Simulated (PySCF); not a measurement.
# Mayer bond orders and bond lengths

C3H9N2 (charge +1).
Numbering: `[CH3:1]/[N:2]=[CH:3]\[CH2:4][NH3+:5]` (hydrogens: H6, H7, H8 on C1; H9 on C3; H10, H11 on C4; H12, H13, H14 on N5)

Cartesian coordinates in Å at the GFN2-xTB level; atoms count from 1:
```xyz
14
C3H9N2 angstrom
C      2.3137    0.0234   -0.2047
N      1.2595   -0.3674   -1.0690
C      0.0442   -0.3205   -0.8156
C     -0.6392    0.1614    0.4712
N     -2.1190    0.0389    0.3418
H      2.9720   -0.8384   -0.0908
H      2.0131    0.3953    0.7793
H      2.8935    0.7846   -0.7278
H     -0.6315   -0.6607   -1.5936
H     -0.3808    1.2058    0.6621
H     -0.3030   -0.4409    1.3184
H     -2.3743   -0.9426    0.1641
H     -2.4492    0.6057   -0.4519
H     -2.5998    0.3550    1.1946
```

Bond orders from the PBE0/pcSseg-1 density (PySCF). One conformer (not necessarily the lowest) at the GFN2-xTB geometry, without solvent, vibrations or thermal averaging.

Problem. Where do the orders between heavy atoms depart from those drawn in the SMILES?

Solution. The largest departure is 0.119, at C4–N5 (drawn single, 0.881).

Problem. Set the Mayer orders of the bonds beside their lengths.

Solution. 
| bond | drawn as | length (Å) | Mayer order |
| --- | --- | --- | --- |
| C1–N2 | single | 1.418 | 0.983 |
| N2–C3 | double | 1.242 | 2.064 |
| C3–C4 | single | 1.535 | 0.903 |
| C4–N5 | single | 1.491 | 0.881 |
| C1–H6 | single | 1.090 | 0.939 |
| C1–H7 | single | 1.094 | 0.944 |
| C1–H8 | single | 1.091 | 0.939 |
| C3–H9 | single | 1.085 | 0.955 |
| C4–H10 | single | 1.093 | 0.922 |
| C4–H11 | single | 1.092 | 0.922 |
| N5–H12 | single | 1.030 | 0.904 |
| N5–H13 | single | 1.030 | 0.904 |
| N5–H14 | single | 1.029 | 0.904 |

Bonds between the same two heavy elements. C–N: lowest C4–N5 (0.881, 1.491 Å), highest N2–C3 (2.064, 1.242 Å).

Problem. Sum the orders of all bonds at each heavy atom with more than one neighbour and set the sums beside the valence in the SMILES.

Solution. C1 3.805 (drawn 4), N2 3.047 (drawn 3), C3 3.922 (drawn 4), C4 3.628 (drawn 4), N5 3.593 (drawn 4). Orders between atoms that aren't bonded are not in these sums.

For a closed shell the Mayer order of atoms A and B is Σ (PS)μν (PS)νμ over the basis functions μ on A and ν on B, with P the density and S the overlap matrix.
